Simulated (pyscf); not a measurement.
GaH₃ (SMILES [GaH3]) + CH₃• (SMILES [CH3]) → GaH₂• (SMILES [GaH2]) + CH₄ (SMILES C), a hydrogen abstraction (doublet surface; Ga–H broken, C–H formed). Single points on ωB97X-D3(BJ)/def2-SVP structures (PySCF, gas phase). Correlated levels are frozen-core, on RHF or UHF. ΔMP2 is the change of the MP2 total energy from the triple- to the quadruple-zeta basis. Energies in kJ/mol from the separated reactants.

Small-basis levels: PySCF, no dispersion term, spherical d functions. AM1 to PM7: differences of heats of formation from MOPAC. Open shells are spin-unrestricted. 

```tsv
level	barrier	reaction energy
MP2/6-31G*+LANL2DZ	38.2	-141.8
B3LYP/3-21G	-1.2	-107.4
M06-2X/6-31G*+LANL2DZ	17.7	-123.3
B3LYP/6-311+G**+LANL2DZ	20.2	-113.4
AM1	-4.5	-220.1
PM3	-24.7	-162.6
PM7	27.4	-17.8
CCSD(T)/def2-TZVPP + ΔMP2(QZVPP)	25.3	-107.2
```

Against the last row the barrier runs from -50.1 (PM3) to +12.9 kJ/mol (MP2/6-31G*+LANL2DZ). At B3LYP/3-21G, AM1, PM3 this geometry lies under one side, so the entry may be no barrier of that level: it is a single point on another level's saddle. CCSD(T)/def2-TZVPP + ΔMP2(QZVPP) has limits of its own. This is the saddle that the search found; another between the same sides may lie lower. The angle at the transferred H is 180°. The CCSD(T) − MP2 part came from Ansatz, without density fitting, on the same reference. The frozen core leaves the outer d or s,p core shells of the metals and heavy elements correlated in the MP2 and CC values, and def2-TZVPP describes them poorly, which can shift differences by a few kcal/mol. In the def2 sets elements up to Kr have no core potential.
